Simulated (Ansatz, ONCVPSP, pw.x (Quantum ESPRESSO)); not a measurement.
# pw.x on bcc C: one setting changed

Potential: optimised norm-conserving Vanderbilt (ONCV), ONCVPSP 4.0.1.1 (patched build), PBEsol; core [He], reference 2s1.5 2p2.5; waves: 2s: rc 0.95 bohr, ncon 3, nbas 7, qcut 8.4 1/bohr, 1 projector; 2p: rc 2.15 bohr, ncon 4, nbas 8, qcut 6.2 1/bohr, 2 projectors, debl 0.9 Ha; local part: polynomial inside 0.75 bohr (lpopt 5, dvloc0 0 Ha); core correction: Teter function, fcfact 5.25, rcfact 1.2.

The reference run (k-mesh 18³, cutoffs 65/260 Ry, Fermi–Dirac 0.01 Ry, mixing_beta 0.4, conv_thr 1e-9, no spin) gives 2.59 GPa at 6.314 Å³/atom, where all-electron LAPW gives 4.37 GPa. This run, with its own iteration cap, changes k-mesh shift to 1.

```
&control
  calculation='scf', prefix='x', pseudo_dir='./', outdir='./tmp', tstress=.true., disk_io='none'
/
&system
  ibrav=0, nat=1, ntyp=1, ecutwfc=65, ecutrho=260, nbnd=9,
  occupations='smearing', smearing='fd', degauss=0.01
/
&electrons
  conv_thr=1e-09, mixing_beta=0.4, electron_maxstep=70
/
ATOMIC_SPECIES
C 1.0 C.UPF
CELL_PARAMETERS angstrom
  -1.16434459 1.16434459 1.16434459
  1.16434459 -1.16434459 1.16434459
  1.16434459 1.16434459 -1.16434459
ATOMIC_POSITIONS crystal
C 0.0000 0.0000 0.0000
K_POINTS automatic
18 18 18 1 1 1
```

```bash
pw.x < C.scf.in > C.scf.out
```

Task: How does the run end?

Result: It converges in 5 iterations; the free energy moves by -2.2 meV/atom and the pressure by -0.26 GPa.

```
Message from routine setup:
     using ibrav=0 with symmetry is DISCOURAGED, use correct ibrav instead
     lattice parameter (alat)  =       3.8110  a.u.
     unit-cell volume          =      42.6090 (a.u.)^3
     number of electrons       =         4.00
     number of Kohn-Sham states=            9
     kinetic-energy cutoff     =      65.0000  Ry
     charge density cutoff     =     260.0000  Ry
     scf convergence threshold =      1.0E-09
     Exchange-correlation= PBESOL
     number of k points=   190  Fermi-Dirac smearing, width (Ry)=  0.0100
     iteration #  1     ecut=    65.00 Ry     beta= 0.40
     total energy              =     -11.35028014 Ry
     estimated scf accuracy    <       0.00094018 Ry
     iteration #  2     ecut=    65.00 Ry     beta= 0.40
     total energy              =     -11.35033169 Ry
     estimated scf accuracy    <       0.00032944 Ry
     iteration #  3     ecut=    65.00 Ry     beta= 0.40
     total energy              =     -11.35033923 Ry
     estimated scf accuracy    <       0.00000272 Ry
     iteration #  4     ecut=    65.00 Ry     beta= 0.40
     total energy              =     -11.35033940 Ry
     estimated scf accuracy    <          6.9E-09 Ry
     iteration #  5     ecut=    65.00 Ry     beta= 0.40
     the Fermi energy is    12.6395 ev
!    total energy              =     -11.35033940 Ry
     estimated scf accuracy    <          3.2E-10 Ry
     smearing contrib. (-TS)   =      -0.00150850 Ry
     The total energy is F=E-TS. E is the sum of the following terms:
     one-electron contribution =       5.27240141 Ry
     hartree contribution      =       0.26455086 Ry
     xc contribution           =      -3.65396555 Ry
     ewald contribution        =     -13.23181761 Ry
     convergence has been achieved in   5 iterations
          total   stress  (Ry/bohr**3)                   (kbar)     P=       23.22
     Message from routine punch:
     Nothing written, as per user request (disk_io='none')
```

The run took about 3.4 s on one core of a shared host (Neoverse-V1, 32 threads, 247 GiB, load 17).
